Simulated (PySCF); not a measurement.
**Adding and removing an electron: PF**

UHF-SCS-MP2; basis P def2-TZVPPD, F def2-TZVPPD; no relativity; PySCF 2.14. Neutral (UHF): triplet (π ↑↑), Re = 1.601 Å, ωe = 842 cm⁻¹, De = 4.57 eV.

PF⁺ (UHF): doublet (π ↑), Re = 1.511 Å, ωe = 1060 cm⁻¹, De = 5.45 eV to P⁺ + F. The energies at the minima are -440.56772 hartree for PF and -440.22159 for PF⁺.

(1) Work out the adiabatic ionisation energy, without and with harmonic zero-point energies (1 hartree = 27.2114 eV, 1 eV = 8065.5 cm⁻¹), and the change of the bond length.

PF⁻ (UHF): doublet (π ↑), Re = 1.716 Å, ωe = 627 cm⁻¹, De = 1.57 eV to P + F⁻. The energies at the minima are -440.56772 hartree for PF and -440.58232 for PF⁻.

(2) Work out the adiabatic electron affinity, without and with harmonic zero-point energies (1 hartree = 27.2114 eV, 1 eV = 8065.5 cm⁻¹), and the change of the bond length.

Correlated steps freeze 6 core orbitals. For an ion De counts to the pair picked by the measured ionisation energies or electron affinities, which need not be the lowest pair at this level. States were picked by a PBE0 search and need not be the measured ground states.

## Answers

(1) At UHF-SCS-MP2: 0.34613 hartree = 9.419 eV between the minima; the zero-point term (1060.0 − 842.0)/2 cm⁻¹ = +0.014 eV makes it 9.432 eV. Re changes by -9.0 pm against the neutral. The electron leaves a π orbital, and the shorter bond of the ion fits an antibonding orbital, or a change in how ionic the bond is.

(2) At UHF-SCS-MP2: 0.01460 hartree = 0.397 eV between the minima; the zero-point term (842.0 − 627.0)/2 cm⁻¹ = +0.013 eV makes it 0.411 eV. Re changes by +11.5 pm against the neutral. The electron enters a π orbital, and the longer bond of the ion fits an antibonding orbital, or a change in how ionic the bond is.
